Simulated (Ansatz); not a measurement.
I need vertical and adiabatic energies of changing the electron count of CH4SSi, SMILES [SiH3]C=S. Use Ansatz's Python interface. Level of theory (for the species named): PBE, 6-31G* basis, multiplicity 1.

```tsv
atom	x (Å)	y (Å)	z (Å)
Si	-0.6209	0.2235	-0.2323
C	1.0196	-0.3375	0.2539
S	1.1364	-1.4175	1.4976
H	-1.4739	-0.8294	-0.7083
H	-0.5455	1.2141	-1.3971
H	-1.3543	1.0123	0.8562
H	1.8998	0.0664	-0.3157
```

Script `ch4ssi.py`:
```python
'''Vertical and adiabatic ionisation of CH4SSi.'''

import logging
import sys

import ansatz as az
import numpy as np

logging.basicConfig(stream=sys.stdout, format='[%(levelname)s] %(message)s')
logger = logging.getLogger('ansatz_job')
logger.setLevel(logging.INFO)

GEOMETRY = '''
Si   -0.62090    0.22350   -0.23230
C     1.01960   -0.33750    0.25390
S     1.13640   -1.41750    1.49760
H    -1.47390   -0.82940   -0.70830
H    -0.54550    1.21410   -1.39710
H    -1.35430    1.01230    0.85620
H     1.89980    0.06640   -0.31570
'''

geometry = az.Crystal.molecule()
for line in GEOMETRY.strip().splitlines():
    symbol, *xyz = line.split()
    geometry = geometry.atom(symbol, [float(v) for v in xyz])

calculation = geometry.calculation()
calculation = calculation.basis(gaussian='6-31G*').functional('pbe')
symbols = [site.symbol for site in geometry.cartesian_sites]
start = np.array([site.position_ang for site in geometry.cartesian_sites], dtype=float)
r = calculation.relax(force_tolerance=0.01).run(threads=1).report
end = np.array(r['positions_ang'])

minimum = az.Crystal.molecule()
for symbol, place in zip(symbols, end):
    minimum = minimum.atom(symbol, place.tolist())
ion = (
    minimum.calculation()
    .basis(gaussian='6-31G*')
    .functional('pbe')
    .charge(1)
    .spin('collinear', total=1)
)
vertical = ion.run(threads=1).report
settled = ion.relax(force_tolerance=0.01, max_steps=80).run(threads=1).report
logger.info(f'vertical ionisation energy   {vertical["free_energy_ev"] - r["free_energy_ev"]:.3f} eV')
logger.info(f'adiabatic, no zero point     {settled["free_energy_ev"] - r["free_energy_ev"]:.3f} eV')
logger.info(f'relaxation energy of the ion {vertical["free_energy_ev"] - settled["free_energy_ev"]:.3f} eV')
ionised = np.array(settled['positions_ang'])
logger.info('final positions (A) and the move of each atom')
for symbol, xyz, old in zip(symbols, ionised, end):
    logger.info(f'{symbol:2s} {xyz[0]:10.5f} {xyz[1]:10.5f} {xyz[2]:10.5f}   {np.linalg.norm(xyz - old):7.4f}')
```

`python ch4ssi.py` gives:
```text
[INFO] vertical ionisation energy   8.609 eV
[INFO] adiabatic, no zero point     8.461 eV
[INFO] relaxation energy of the ion 0.148 eV
[INFO] final positions (A) and the move of each atom
[INFO] Si   -0.79019    0.29027   -0.30893    0.0996
[INFO] C     0.97888   -0.31035    0.34559    0.0190
[INFO] S     1.32942   -1.80390    0.79694    0.0489
[INFO] H    -1.68700   -0.89354   -0.29351    0.0396
[INFO] H    -0.41855    0.80729   -1.65921    0.1206
[INFO] H    -1.10130    1.35487    0.69037    0.1152
[INFO] H     1.74994    0.48726    0.38305    0.0679
```

The energies are electronic: no zero-point or thermal terms, and the basis set is short of its limit. The product may relax into another structure. The relaxation finds the nearest minimum, so the adiabatic value is an upper bound. Finished in 61 s on 1 thread of Arm Neoverse V2 (shared host), peak memory 0.23 GiB.

(Lines on the test bed's own set-up are left out of the output.)
